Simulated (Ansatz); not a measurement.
Saddle point of AlH3O2, singlet (AlH₃O₂ ([OH][AlH][OH]) → AlHO ([OH][Al]) + H₂O (still joined by a long Al–O bond); bonds formed: O2–H3; bonds broken: Al1–H3; bonds weakened to dative contacts: Al1–O2), PBE0-D4/def2-TZVP structure:

| atom | x (Å) | y (Å) | z (Å) |
| --- | --- | --- | --- |
| Al1 | -0.6667 | -0.5117 | -0.2879 |
| O2 | 1.0640 | -0.5414 | 0.3299 |
| H3 | 0.7031 | -1.5261 | -0.4870 |
| O4 | -1.5895 | 0.9003 | -0.1275 |
| H5 | 1.8711 | -0.0159 | 0.2102 |
| H6 | -1.3821 | 1.6948 | 0.3624 |

Energies are electronic, without zero-point energy. Barriers and step energies count from the start structure reached by relaxing down the imaginary mode; all methods use the PBE0-D4 structures, on which another method's saddle can fall below an end. Ansatz 0.2.0; basis: def2-TZVPP, with def2-QZVPP for the basis limit; cores frozen in the correlated methods. B3LYP uses VWN-RPA correlation. Extrapolation: Hartree–Fock as exp(−7.88 √X), correlation as X^−2.97.

| method | barrier (kcal/mol) | step energy (kcal/mol) |
| --- | --- | --- |
| SPW92 | 57.73 | 31.91 |
| PBE-D4 | 61.99 | 33.80 |
| BLYP-D4 | ? | 35.58 |
| r2SCAN-D4 | 69.67 | 41.22 |
| B97M-V | ? | 40.68 |
| PBE0-D4 | 69.32 | 36.51 |
| B3LYP-D4 | 70.58 | 37.78 |
| r2SCAN0-D4 | ? | 41.36 |
| BHLYP-D4 | 78.70 | 40.45 |
| CAM-B3LYP-D4 | 73.63 | 39.63 |
| wB97X-V | 75.32 | 40.82 |
| wB97M-V | 72.06 | 36.68 |
| B2PLYP | 72.84 | 39.78 |
| PBE-QIDH | 75.24 | 40.25 |
| RPA on PBE | 71.62 | 36.97 |
| HF | 91.35 | 44.29 |
| MP2 | 75.24 | 41.82 |
| CCSD | 77.28 | 39.39 |
| CCSD(T) | 73.92 | 38.63 |

Task: Fill in the withheld barriers. (Judge from chemistry; the value comes from the calculation.)

Result: By the calculation: r2SCAN0-D4 74.06; B97M-V 72.30; BLYP-D4 64.91 kcal/mol. Each is the energy of the saddle less that of the start structure, by the same method.

For comparison, the barrier by CCSD(T) at an estimated basis limit (MP2 extrapolated from triple and quadruple zeta, plus CCSD(T) − MP2 in triple zeta) is 73.50 kcal/mol.

No T1 diagnostic of these runs exceeds 0.018. The restricted Hartree–Fock reference is unstable towards an unrestricted one at one or more of these structures.

Labels in which every atom is bracketed show which atoms are joined, not bond orders.

For scale, one of the runs: CCSD(T)/def2-TZVPP, 146 basis functions, launched by `ansatz run in.yaml --threads 2 --pin off --events-out ev --progress --plain --max-ram 4352MiB`. The run took 16 s on 2 CPU threads of an Intel Xeon Platinum 8259CL (shared host), with 0.91 GiB of host memory at its peak.
